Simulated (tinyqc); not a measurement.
Worked calculation (part 1 of 2): MP2 on RHF in the sto-6g basis, frozen core, for BH3, spin multiplicity 1. Computed by tinyqc, a small Python program that keeps every step (integrals from PySCF). Settings: charge = 0, multiplicity = 1, basis = sto-6g, method = RHF, frozen orbitals = 1, energy threshold = 1e-10, iteration cap = 77, orthogonalisation = canonical, start = core, DIIS depth = 6. Command: `OMP_NUM_THREADS=1 python tinyqc.py 30192 30193 out.jsonl` (the two numbers bound the seeds that draw the settings). One thread of a shared host (Intel(R) Xeon(R) Processor @ 2.60GHz), about 0.2 s of CPU time with the checks. The early iterations of the SCF are left out here.

## One-electron integrals

Geometry (angstrom):
```
atom          x          y         z
B      0.000000   0.000000  0.017000
H      1.266000   0.000000  0.000000
H     -0.633000   1.096000  0.000000
H     -0.633000  -1.096000  0.000000
```

Basis sto-6g: exponents (1/bohr^2) and contraction coefficients of normalised primitives:
```
element  l (shell)    exponent  coefficient
B            s (1)  506.011147     0.009164
B            s (1)   92.776814     0.049362
B            s (1)   25.955658     0.168538
B            s (1)    8.916445     0.370563
B            s (1)    3.462507     0.416492
B            s (1)    1.426054     0.130334
B            s (2)   23.194575    -0.013253
B            s (2)    4.590810    -0.046992
B            s (2)    1.426819    -0.033785
B            s (2)    0.548948     0.250242
B            s (2)    0.238410     0.595117
B            s (2)    0.109280     0.240706
B            p (3)   23.194575     0.003760
B            p (3)    4.590810     0.037679
B            p (3)    1.426819     0.173897
B            p (3)    0.548948     0.418036
B            p (3)    0.238410     0.425859
B            p (3)    0.109280     0.101708
H            s (1)   35.523221     0.009164
H            s (1)    6.513144     0.049361
H            s (1)    1.822143     0.168538
H            s (1)    0.625955     0.370563
H            s (1)    0.243077     0.416492
H            s (1)    0.100112     0.130334
```

Overlap, kinetic and nuclear-attraction integrals over the contracted functions; the nuclear repulsion is the sum of Za Zb / Rab.

nuclear repulsion = 6.99452746 hartree

overlap S, lower triangle:
```
           1B 1s     1B 2s     1B 2px     1B 2py     1B 2pz     2H 1s     3H 1s     4H 1s
1B 1s   1.000000
1B 2s   0.264891  1.000000
1B 2px  0.000000  0.000000   1.000000
1B 2py  0.000000  0.000000   0.000000   1.000000
1B 2pz  0.000000  0.000000   0.000000   0.000000   1.000000
2H 1s   0.058204  0.437702   0.461737   0.000000  -0.006200  1.000000
3H 1s   0.058248  0.437868  -0.230990   0.399945  -0.006204  0.087674  1.000000
4H 1s   0.058248  0.437868  -0.230990  -0.399945  -0.006204  0.087674  0.087758  1.000000
```

kinetic energy T (hartree), lower triangle:
```
            1B 1s     1B 2s     1B 2px     1B 2py     1B 2pz      2H 1s      3H 1s     4H 1s
1B 1s   10.947243
1B 2s   -0.333880  0.374498
1B 2px   0.000000  0.000000   1.125026
1B 2py   0.000000  0.000000   0.000000   1.125026
1B 2pz   0.000000  0.000000   0.000000   0.000000   1.125026
2H 1s   -0.011492  0.070230   0.195560   0.000000  -0.002626   0.768522
3H 1s   -0.011491  0.070304  -0.097880   0.169473  -0.002629  -0.012058   0.768522
4H 1s   -0.011491  0.070304  -0.097880  -0.169473  -0.002629  -0.012058  -0.012060  0.768522
```

nuclear attraction V (hartree), lower triangle:
```
             1B 1s      1B 2s     1B 2px     1B 2py     1B 2pz      2H 1s      3H 1s      4H 1s
1B 1s   -24.645804
1B 2s    -3.076384  -4.971003
1B 2px    0.000014   0.000097  -5.024989
1B 2py    0.000000   0.000000   0.000000  -5.024986
1B 2pz    0.000695   0.005968  -0.000002   0.000000  -4.862570
2H 1s    -0.743388  -1.876634  -1.872945   0.000000   0.026254  -3.789958
3H 1s    -0.743965  -1.877565   0.937109  -1.622508   0.026271  -0.358797  -3.790541
4H 1s    -0.743965  -1.877565   0.937109   1.622508   0.026271  -0.358797  -0.359152  -3.790541
```

core Hamiltonian H = T + V (hartree), lower triangle:
```
             1B 1s      1B 2s     1B 2px     1B 2py     1B 2pz      2H 1s      3H 1s      4H 1s
1B 1s   -13.698561
1B 2s    -3.410264  -4.596505
1B 2px    0.000014   0.000097  -3.899963
1B 2py    0.000000   0.000000   0.000000  -3.899959
1B 2pz    0.000695   0.005968  -0.000002   0.000000  -3.737544
2H 1s    -0.754880  -1.806404  -1.677385   0.000000   0.023628  -3.021436
3H 1s    -0.755456  -1.807261   0.839229  -1.453034   0.023643  -0.370856  -3.022019
4H 1s    -0.755456  -1.807261   0.839229   1.453034   0.023643  -0.370856  -0.371211  -3.022019
```

## Two-electron integrals

Functions are numbered as in S; the eight-fold symmetry (ij|kl) = (ji|kl) = (kl|ij) leaves the list below.

Two-electron integrals (ij|kl) in chemists' order, unique and non-zero (hartree):
```
(11|11) 2.924993    (21|11) 0.480756    (21|21) 0.099484    (22|11) 0.743449
(22|21) 0.188967    (22|22) 0.544922    (31|31) 0.021096    (32|31) 0.030854
(32|32) 0.120443    (33|11) 0.743450    (33|21) 0.188967    (33|22) 0.544922
(33|33) 0.587109    (41|41) 0.021096    (42|41) 0.030854    (42|42) 0.120443
(43|43) 0.031641    (44|11) 0.743450    (44|21) 0.188967    (44|22) 0.544922
(44|33) 0.523827    (44|44) 0.587109    (51|51) 0.021096    (52|51) 0.030854
(52|52) 0.120443    (53|53) 0.031641    (54|54) 0.031641    (55|11) 0.743450
(55|21) 0.188967    (55|22) 0.544922    (55|33) 0.523827    (55|44) 0.523827
(55|55) 0.587109    (61|11) 0.109602    (61|21) 0.021961    (61|22) 0.041331
(61|31) 0.001725    (61|32) 0.003280    (61|33) 0.041782    (61|44) 0.041106
(61|51) -0.000023   (61|52) -0.000044   (61|53) -0.000009   (61|55) 0.041106
(61|61) 0.005030    (62|11) 0.254914    (62|21) 0.065850    (62|22) 0.208016
(62|31) 0.007707    (62|32) 0.044855    (62|33) 0.219671    (62|44) 0.202186
(62|51) -0.000103   (62|52) -0.000602   (62|53) -0.000235   (62|55) 0.202189
(62|61) 0.015420    (62|62) 0.108863    (63|11) 0.237953    (63|21) 0.062355
(63|22) 0.207446    (63|31) 0.013247    (63|32) 0.072285    (63|33) 0.229294
(63|44) 0.196521    (63|51) -0.000084   (63|52) -0.000547   (63|53) -0.000327
(63|55) 0.196524    (63|61) 0.015371    (63|62) 0.127108    (63|63) 0.157457
(64|41) 0.007002    (64|42) 0.031559    (64|43) 0.008456    (64|54) -0.000114
(64|64) 0.012142    (65|11) -0.003195   (65|21) -0.000837   (65|22) -0.002786
(65|31) -0.000084   (65|32) -0.000547   (65|33) -0.002852   (65|44) -0.002639
(65|51) 0.007003    (65|52) 0.031566    (65|53) 0.008459    (65|55) -0.002866
(65|61) -0.000206   (65|62) -0.001707   (65|63) -0.001951   (65|65) 0.012168
(66|11) 0.413066    (66|21) 0.108972    (66|22) 0.387891    (66|31) 0.015677
(66|32) 0.119743    (66|33) 0.433825    (66|44) 0.364918    (66|51) -0.000211
(66|52) -0.001608   (66|53) -0.000925   (66|55) 0.364930    (66|61) 0.026166
(66|62) 0.258281    (66|63) 0.328118    (66|65) -0.004406   (66|66) 0.774999
(71|11) 0.109687    (71|21) 0.021978    (71|22) 0.041363    (71|31) -0.000863
(71|32) -0.001642   (71|33) 0.041307    (71|41) 0.001495    (71|42) 0.002843
(71|43) -0.000293   (71|44) 0.041645    (71|51) -0.000023   (71|52) -0.000044
(71|53) 4.55e-06    (71|54) -0.000008   (71|55) 0.041137    (71|61) 0.004798
(71|62) 0.013983    (71|63) 0.012913    (71|64) 0.000605    (71|65) -0.000187
(71|66) 0.022968    (71|71) 0.005038    (72|11) 0.255044    (72|21) 0.065883
(72|22) 0.208112    (72|31) -0.003856   (72|32) -0.022442   (72|33) 0.206656
(72|41) 0.006677    (72|42) 0.038857    (72|43) -0.007575   (72|44) 0.215397
(72|51) -0.000104   (72|52) -0.000603   (72|53) 0.000117    (72|54) -0.000203
(72|55) 0.202284    (72|61) 0.013980    (72|62) 0.072185    (72|63) 0.067374
(72|64) 0.008628    (72|65) -0.001105   (72|66) 0.130968    (72|71) 0.015440
(72|72) 0.108952    (73|11) -0.119055   (73|21) -0.031198   (73|22) -0.103787
(73|31) 0.008569    (73|32) 0.041767    (73|33) -0.108768   (73|41) -0.002706
(73|42) -0.017643   (73|43) 0.010763    (73|44) -0.104271   (73|51) 0.000042
(73|52) 0.000274    (73|53) -0.000167   (73|54) 0.000092    (73|55) -0.098323
(73|61) -0.005932   (73|62) -0.026219   (73|63) -0.018374   (73|64) -0.002190
(73|65) 0.000396    (73|66) -0.041413   (73|71) -0.007696   (73|72) -0.063617
(73|73) 0.048524    (74|11) 0.206137    (74|21) 0.054017    (74|22) 0.179702
(74|31) -0.002706   (74|32) -0.017643   (74|33) 0.173674    (74|41) 0.011692
(74|42) 0.062125    (74|43) -0.010181   (74|44) 0.195191    (74|51) -0.000073
(74|52) -0.000474   (74|53) 0.000092    (74|54) -0.000273   (74|55) 0.170240
(74|61) 0.011481    (74|62) 0.062651    (74|63) 0.058305    (74|64) 0.014033
(74|65) -0.000940   (74|66) 0.114054    (74|71) 0.013326    (74|72) 0.110148
(74|73) -0.062973   (74|74) 0.121188    (75|11) -0.003197   (75|21) -0.000838
(75|22) -0.002787   (75|31) 0.000042    (75|32) 0.000274    (75|33) -0.002694
(75|41) -0.000073   (75|42) -0.000474   (75|43) 0.000092    (75|44) -0.002800
(75|51) 0.007008    (75|52) 0.031584    (75|53) -0.004233   (75|54) 0.007328
(75|55) -0.002868   (75|61) -0.000187   (75|62) -0.001106   (75|63) -0.001012
(75|64) -0.000127   (75|65) 0.007315    (75|66) -0.002098   (75|71) -0.000207
(75|72) -0.001709   (75|73) 0.000977    (75|74) -0.001691   (75|75) 0.012180
(76|11) 0.048715    (76|21) 0.012577    (76|22) 0.040265    (76|31) 0.000619
(76|32) 0.003638    (76|33) 0.040661    (76|41) 0.001071    (76|42) 0.006301
(76|43) 0.000319    (76|44) 0.041029    (76|51) -0.000033   (76|52) -0.000195
(76|53) -0.000028   (76|54) -0.000049   (76|55) 0.039104    (76|61) 0.002833
(76|62) 0.018006    (76|63) 0.019497    (76|64) 0.001947    (76|65) -0.000307
(76|66) 0.038743    (76|71) 0.002835    (76|72) 0.018012    (76|73) -0.008066
(76|74) 0.017861    (76|75) -0.000307   (76|76) 0.003754    (77|11) 0.413169
(77|21) 0.108999    (77|22) 0.387965    (77|31) -0.007844   (77|32) -0.059902
(77|33) 0.382226    (77|41) 0.013581    (77|42) 0.103717    (77|43) -0.029850
(77|44) 0.416670    (77|51) -0.000211   (77|52) -0.001609   (77|53) 0.000463
(77|54) -0.000802   (77|55) 0.364999    (77|61) 0.022956    (77|62) 0.130930
(77|63) 0.119457    (77|64) 0.021174    (77|65) -0.002097   (77|66) 0.240929
(77|71) 0.026193    (77|72) 0.258400    (77|73) -0.164164   (77|74) 0.284239
(77|75) -0.004409   (77|76) 0.038743    (77|77) 0.774999    (81|11) 0.109687
(81|21) 0.021978    (81|22) 0.041363    (81|31) -0.000863   (81|32) -0.001642
(81|33) 0.041307    (81|41) -0.001495   (81|42) -0.002843   (81|43) 0.000293
(81|44) 0.041645    (81|51) -0.000023   (81|52) -0.000044   (81|53) 4.55e-06
(81|54) 0.000008    (81|55) 0.041137    (81|61) 0.004798    (81|62) 0.013983
(81|63) 0.012913    (81|64) -0.000605   (81|65) -0.000187   (81|66) 0.022968
(81|71) 0.004802    (81|72) 0.013991    (81|73) -0.006986   (81|74) 0.010884
(81|75) -0.000188   (81|76) 0.002622    (81|77) 0.022974    (81|81) 0.005038
(82|11) 0.255044    (82|21) 0.065883    (82|22) 0.208112    (82|31) -0.003856
(82|32) -0.022442   (82|33) 0.206656    (82|41) -0.006677   (82|42) -0.038857
(82|43) 0.007575    (82|44) 0.215397    (82|51) -0.000104   (82|52) -0.000603
(82|53) 0.000117    (82|54) 0.000203    (82|55) 0.202284    (82|61) 0.013980
(82|62) 0.072185    (82|63) 0.067374    (82|64) -0.008628   (82|65) -0.001105
(82|66) 0.130968    (82|71) 0.013991    (82|72) 0.072224    (82|73) -0.041190
(82|74) 0.054050    (82|75) -0.001106   (82|76) 0.013149    (82|77) 0.131003
(82|81) 0.015440    (82|82) 0.108952    (83|11) -0.119055   (83|21) -0.031198
(83|22) -0.103787   (83|31) 0.008569    (83|32) 0.041767    (83|33) -0.108768
(83|41) 0.002706    (83|42) 0.017643    (83|43) -0.010763   (83|44) -0.104271
(83|51) 0.000042    (83|52) 0.000274    (83|53) -0.000167   (83|54) -0.000092
(83|55) -0.098323   (83|61) -0.005932   (83|62) -0.026219   (83|63) -0.018374
(83|64) 0.002190    (83|65) 0.000396    (83|66) -0.041413   (83|71) -0.006986
(83|72) -0.041190   (83|73) 0.030263    (83|74) -0.030268   (83|75) 0.000617
(83|76) -0.005906   (83|77) -0.078127   (83|81) -0.007696   (83|82) -0.063617
(83|83) 0.048524    (84|11) -0.206137   (84|21) -0.054017   (84|22) -0.179702
(84|31) 0.002706    (84|32) 0.017643    (84|33) -0.173674   (84|41) 0.011692
(84|42) 0.062125    (84|43) -0.010181   (84|44) -0.195191   (84|51) 0.000073
(84|52) 0.000474    (84|53) -0.000092   (84|54) -0.000273   (84|55) -0.170240
(84|61) -0.011481   (84|62) -0.062651   (84|63) -0.058305   (84|64) 0.014033
(84|65) 0.000940    (84|66) -0.114054   (84|71) -0.010884   (84|72) -0.054050
(84|73) 0.030268    (84|74) -0.034570   (84|75) 0.000813    (84|76) -0.010226
(84|77) -0.092891   (84|81) -0.013326   (84|82) -0.110148   (84|83) 0.062973
(84|84) 0.121188    (85|11) -0.003197   (85|21) -0.000838   (85|22) -0.002787
(85|31) 0.000042    (85|32) 0.000274    (85|33) -0.002694   (85|41) 0.000073
(85|42) 0.000474    (85|43) -0.000092   (85|44) -0.002800   (85|51) 0.007008
(85|52) 0.031584    (85|53) -0.004233   (85|54) -0.007328   (85|55) -0.002868
(85|61) -0.000187   (85|62) -0.001106   (85|63) -0.001012   (85|64) 0.000127
(85|65) 0.007315    (85|66) -0.002098   (85|71) -0.000188   (85|72) -0.001106
(85|73) 0.000617    (85|74) -0.000813   (85|75) 0.007320    (85|76) -0.000218
(85|77) -0.002098   (85|81) -0.000207   (85|82) -0.001709   (85|83) 0.000977
(85|84) 0.001691    (85|85) 0.012180    (86|11) 0.048715    (86|21) 0.012577
(86|22) 0.040265    (86|31) 0.000619    (86|32) 0.003638    (86|33) 0.040661
(86|41) -0.001071   (86|42) -0.006301   (86|43) -0.000319   (86|44) 0.041029
(86|51) -0.000033   (86|52) -0.000195   (86|53) -0.000028   (86|54) 0.000049
(86|55) 0.039104    (86|61) 0.002833    (86|62) 0.018006    (86|63) 0.019497
(86|64) -0.001947   (86|65) -0.000307   (86|66) 0.038743    (86|71) 0.002622
(86|72) 0.013149    (86|73) -0.005906   (86|74) 0.010226    (86|75) -0.000218
(86|76) 0.002914    (86|77) 0.023457    (86|81) 0.002835    (86|82) 0.018012
(86|83) -0.008066   (86|84) -0.017861   (86|85) -0.000307   (86|86) 0.003754
(87|11) 0.048762    (87|21) 0.012589    (87|22) 0.040304    (87|31) -0.001239
(87|32) -0.007285   (87|33) 0.041255    (87|44) 0.040515    (87|51) -0.000033
(87|52) -0.000196   (87|53) 0.000057    (87|55) 0.039142    (87|61) 0.002622
(87|62) 0.013154    (87|63) 0.011816    (87|65) -0.000218   (87|66) 0.023475
(87|71) 0.002838    (87|72) 0.018031    (87|73) -0.011453   (87|74) 0.015930
(87|75) -0.000308   (87|76) 0.002917    (87|77) 0.038786    (87|81) 0.002838
(87|82) 0.018031    (87|83) -0.011453   (87|84) -0.015930   (87|85) -0.000308
(87|86) 0.002917    (87|87) 0.003762    (88|11) 0.413169    (88|21) 0.108999
(88|22) 0.387965    (88|31) -0.007844   (88|32) -0.059902   (88|33) 0.382226
(88|41) -0.013581   (88|42) -0.103717   (88|43) 0.029850    (88|44) 0.416670
(88|51) -0.000211   (88|52) -0.001609   (88|53) 0.000463    (88|54) 0.000802
(88|55) 0.364999    (88|61) 0.022956    (88|62) 0.130930    (88|63) 0.119457
(88|64) -0.021174   (88|65) -0.002097   (88|66) 0.240929    (88|71) 0.022974
(88|72) 0.131003    (88|73) -0.078127   (88|74) 0.092891    (88|75) -0.002098
(88|76) 0.023457    (88|77) 0.240992    (88|81) 0.026193    (88|82) 0.258400
(88|83) -0.164164   (88|84) -0.284239   (88|85) -0.004409   (88|86) 0.038743
(88|87) 0.038786    (88|88) 0.774999
```

## Orthogonalisation

S = U s U^T; canonical form X = U s^(-1/2), so that X^T S X = 1. Each column of U has its largest component positive (the first on a tie).

eigenvalues of S: 0.298425  0.388813  0.388872  0.956031  1.000285  1.523429  1.523482  1.920663

X:
```
                1          2          3          4          5          6          7          8
1B 1s   -0.354878   0.000000  -0.000508   0.962536   0.075734   0.000000   0.000114   0.192185
1B 2s    1.378235   0.000000   0.001478  -0.032461   0.010153   0.000000   0.000221   0.474271
1B 2px  -0.001555   0.000000   1.089240   0.000024   0.000000   0.000000   0.594599  -0.000204
1B 2py   0.000000   1.089266   0.000000   0.000000   0.000000   0.594636   0.000000   0.000000
1B 2pz  -0.017627   0.000000  -0.000016  -0.081690   0.996582   0.000000  -0.000002  -0.005936
2H 1s   -0.663273   0.000000  -0.961640  -0.193105  -0.015277   0.000000   0.449450   0.293516
3H 1s   -0.665285  -0.832295   0.479760  -0.193001  -0.015269   0.389115  -0.224542   0.293767
4H 1s   -0.665285   0.832295   0.479760  -0.193001  -0.015269  -0.389115  -0.224542   0.293767
```

## Iteration 7 (converged): orbitals

converged F (hartree), lower triangle:
```
            1B 1s      1B 2s     1B 2px     1B 2py    1B 2pz      2H 1s      3H 1s      4H 1s
1B 1s   -7.527194
1B 2s   -2.112591  -1.029494
1B 2px   0.000003   0.000083  -0.167366
1B 2py   0.000000   0.000000   0.000000  -0.167406
1B 2pz  -0.000299   0.003727  -0.000003   0.000000  0.237596
2H 1s   -0.470317  -0.514785  -0.381867   0.000000  0.003809  -0.360794
3H 1s   -0.470671  -0.514991   0.191017  -0.330749  0.003812  -0.123758  -0.360986
4H 1s   -0.470671  -0.514991   0.191017   0.330749  0.003812  -0.123758  -0.123873  -0.360986
```

Diagonalise F' = X^T F X, C = X C', fill 4 alpha and 4 beta electrons from the bottom; D = 2 C_occ C_occ^T. Each column has its largest component positive (the first on a tie).

F' = X^T F X (hartree), lower triangle:
```
           1         2         3          4          5          6          7          8
1   0.520931
2   0.000000  0.672283
3  -0.000438  0.000000  0.672234
4   0.740707  0.000000  0.001397  -6.403625
5   0.056293  0.000000  0.000109  -0.547490   0.192447
6   0.000000  0.092158  0.000000   0.000000   0.000000  -0.437114
7  -0.000027  0.000000  0.092133  -0.001151  -0.000097   0.000000  -0.437103
8   0.181789  0.000000  0.000374  -2.415109  -0.203357   0.000000  -0.000488  -1.641884
```

orbital energies (hartree): MO1 -7.529557, MO2 -0.643185, MO3 -0.444717, MO4 -0.444702, MO5 0.237548, MO6 0.603062, MO7 0.679836, MO8 0.679887

coefficients C:
```
              MO1        MO2        MO3        MO4        MO5        MO6        MO7        MO8
1B 1s    0.994405  -0.216413   0.000000  -0.000059  -0.005677  -0.243674   0.000634   0.000000
1B 2s    0.023107   0.579203   0.000000   0.000235   0.026354   1.337499  -0.003702   0.000000
1B 2px  -0.000002  -0.000145   0.000000   0.503042   0.000001   0.002741   1.134432   0.000000
1B 2py   0.000000   0.000000   0.503057   0.000000   0.000000   0.000000   0.000000   1.134472
1B 2pz  -0.000038  -0.002354   0.000000   0.000001   0.999663  -0.029398   0.000076   0.000000
2H 1s   -0.003927   0.280662   0.000000   0.526899  -0.009329  -0.699736  -0.918823   0.000000
3H 1s   -0.003929   0.280880   0.456234  -0.263306  -0.009324  -0.696375   0.462288  -0.797481
4H 1s   -0.003929   0.280880  -0.456234  -0.263306  -0.009324  -0.696375   0.462288   0.797481
```

D after iteration 7, lower triangle:
```
            1B 1s      1B 2s     1B 2px     1B 2py     1B 2pz      2H 1s      3H 1s     4H 1s
1B 1s    2.071353
1B 2s   -0.204739   0.672020
1B 2px  -0.000001   0.000068   0.506102
1B 2py   0.000000   0.000000   0.000000   0.506133
1B 2pz   0.000943  -0.002729   0.000002   0.000000   0.000011
2H 1s   -0.129350   0.325187   0.530023   0.000000  -0.001320   0.712819
3H 1s   -0.129355   0.325068  -0.264989   0.459023  -0.001323  -0.119776   0.712777
4H 1s   -0.129355   0.325068  -0.264989  -0.459023  -0.001323  -0.119776  -0.119820  0.712777
```

## Convergence

Stop when the energy changes by less than 1e-10 hartree and every element of the error matrix X^T (F D S - S D F) X is below 3e-06.

Course of the cycle:
```
iteration   E (hartree)     change  largest element of the error matrix
1          -24.05735180          -                             8.98e-01
2          -26.28987022  -2.23e+00                             1.94e-01
3          -26.30969913  -1.98e-02                             1.77e-02
4          -26.30979005  -9.09e-05                             7.43e-04
5          -26.30979051  -4.54e-07                             9.76e-05
6          -26.30979052  -1.36e-08                             3.19e-06
7          -26.30979052  -5.75e-12                             1.06e-06
```

PySCF RHF in the same basis = -26.30979052 hartree

Converged in 7 iterations.
